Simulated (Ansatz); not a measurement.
**SiH4O (singlet): wave-function methods side by side at distance O1–H3 along a hydrogen transfer = 1.054 Å, cc-pVDZ**

How much of the correlation energy of SiH4O (singlet) does each wave-function method recover here?

Method: cc-pVDZ, core rule «outside noble gas», up to 6 orbitals frozen; program: Ansatz 0.2.0, Gaussian basis.

Plan: UHF; CCSD(T) on RHF; CCSD(T) on UHF; BCCD(T) on RHF; CISD; CCSDT(Q) on RHF; CCSDT(Q) on UHF; CASSCF and MRCISD+Q, 2 electrons in 2 orbitals; CASSCF and NEVPT2, 2 electrons in 2 orbitals.

6 further runs of the same task are left out: 2 for a mislabelled method, 4 that didn't finish.

**1. The system**

The geometry derives from fragments relaxed apart (PBE0/def2-TZVP) and kept rigid, so it is no stationary point. A hydrogen atom is moved between rigid fragments.

6 atoms, charge 0, spin multiplicity 1.

Atoms are counted from 1 here; the program's logs count them from 0.

Bond lengths: O1–H2 0.960 Å, O1–H3 1.054 Å, Si4–H5 1.526 Å, Si4–H6 1.526 Å. Angles: H2–O1–H3 105.1°, H5–Si4–H6 91.2°.

**2. UHF**

Contents of in.yaml:

```yaml
crystal:
  periodic: [false, false, false]
  atoms:
    - {symbol: O, position_ang: [-1.956189, 0.017219, 0.000000]}
    - {symbol: H, position_ang: [-2.205499, 0.943795, 0.000000]}
    - {symbol: H, position_ang: [-0.902189, 0.017219, 0.000000]}
    - {symbol: Si, position_ang: [1.102811, 0.017219, 0.000000]}
    - {symbol: H, position_ang: [1.714991, -0.857065, 1.090012]}
    - {symbol: H, position_ang: [1.714991, -0.857065, -1.090012]}
basis:
  gaussian: {orbitals: cc-pVDZ}
magnetization: {spin_polarized: true, initial_magnetization: 0}
hamiltonian: {xc: hf}
output: {orbitals: {seedname: orbitals}}
```

Started as:

```console
ansatz run in.yaml --threads 1 --pin off --events-out ev --progress --plain --max-ram 2393MiB
```

The runs that follow: CCSD(T) on RHF; CCSD(T) on UHF; BCCD(T) on RHF; CISD; CCSDT(Q) on RHF; CCSDT(Q) on UHF; CASSCF and MRCISD+Q, 2 electrons in 2 orbitals; CASSCF and NEVPT2, 2 electrons in 2 orbitals.

Before running them: what should the planned runs give, taken together? Wanted: RCCSDT(Q) below the RHF energy; RMP2 from RCCSDT(Q); UMP2 from RCCSDT(Q); RCCSD from RCCSDT(Q); RCCSD(T) from RCCSDT(Q); UCCSD(T) from RCCSDT(Q); UCCSDT(Q) from RCCSDT(Q); T1 diagnostic.

The runs gave:

| quantity | value |
| --- | --- |
| RCCSDT(Q) below the RHF energy | -9.4036 eV |
| RMP2 from RCCSDT(Q) | +27.78 kcal/mol |
| UMP2 from RCCSDT(Q) | +31.58 kcal/mol |
| RCCSD from RCCSDT(Q) | +5.44 kcal/mol |
| RCCSD(T) from RCCSDT(Q) | +1.04 kcal/mol |
| UCCSD(T) from RCCSDT(Q) | +1.36 kcal/mol |
| UCCSDT(Q) from RCCSDT(Q) | +0.01 kcal/mol |
| levels within 1 kcal/mol (43 meV) | RCCSDT, UCCSDT, UCCSDT(Q) |
| T1 diagnostic | 0.012 |

In words: RCCSD(T) lands +1.04 kcal/mol from the yardstick (0.5 % of the correlation energy). These misses are within one basis, not against nature.
